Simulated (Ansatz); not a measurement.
Basis-set extrapolation for HNOS (`N=S=O`) (PBE0-D4/def2-TZVP geometry, frozen core, Ansatz 0.2.0). Multiplicity 1, RHF reference.

```json
{"": "HF", "def2-TZVPP": "-527.440216", "def2-QZVPP": "-527.459734"}
{"": "MP2 correlation", "def2-TZVPP": "-0.627094", "def2-QZVPP": "-0.677013"}
{"": "CCSD(T) correlation", "def2-TZVPP": "-0.662561", "def2-QZVPP": "-0.709497"}
```

Energies in hartree. Use E(X) = E(∞) + A·exp(−7.88·√X) for Hartree–Fock and E(X) = E(∞) + B·X^(−2.97) for correlation, with X = 3 and 4.

Task: What is the CCSD(T) energy at the basis-set limit?

Result: HF limit: -527.459734 + (-0.019518) × 0.13774 = -527.46242. Correlation limit: -0.709497 + (-0.046936) × 0.74074 = -0.74426. Total: -528.20668 hartree, 2.83 eV below CCSD(T)/def2-TZVPP.
